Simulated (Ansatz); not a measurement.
Relaxation of CH$_{5}$Al (7 atoms, charge 0, multiplicity 1), to a largest force component of 0.02 eV/Å in at most 40 steps.

Level of theory: RKS BHLYP-D4/cc-pVDZ (Ansatz 0.2.0).

```xyz
7
Properties=species:S:1:pos:R:3:forces:R:3
Al 0.000 0.000 0.000 -0.41 0.00 -0.22
H 0.000 0.000 1.560 0.03 0.00 0.35
H 1.351 0.000 -0.780 0.33 0.00 -0.14
C -1.706 0.000 -0.985 0.21 0.03 -0.14
H -2.266 -0.930 -0.756 0.06 0.49 -0.15
H -2.310 0.880 -0.680 0.08 -0.48 -0.19
H -1.504 0.051 -2.075 -0.31 -0.04 0.49
```

Where does it end, and by what steps?

The forces met the threshold. After 3 steps the energy has fallen by 0.034 eV; H7 moved furthest, 0.06 Å.

```csv
step,energy less start (eV),largest force component (eV/Å),accepted
0,0.0000,0.488,yes
1,-0.0323,0.157,yes
2,-0.0339,0.030,yes
3,-0.0341,0.011,yes
```

```xyz
7
Properties=species:S:1:pos:R:3
Al 0.005 0.001 -0.009
H -0.002 -0.002 1.576
H 1.398 -0.002 -0.764
C -1.690 0.003 -0.992
H -2.269 -0.901 -0.760
H -2.316 0.851 -0.688
H -1.561 0.049 -2.078
```

Time of the run: 7.2 s on 1 thread of Intel(R) Xeon(R) CPU @ 2.60GHz (Ice Lake), with other jobs on the host, peak memory 0.13 GiB.
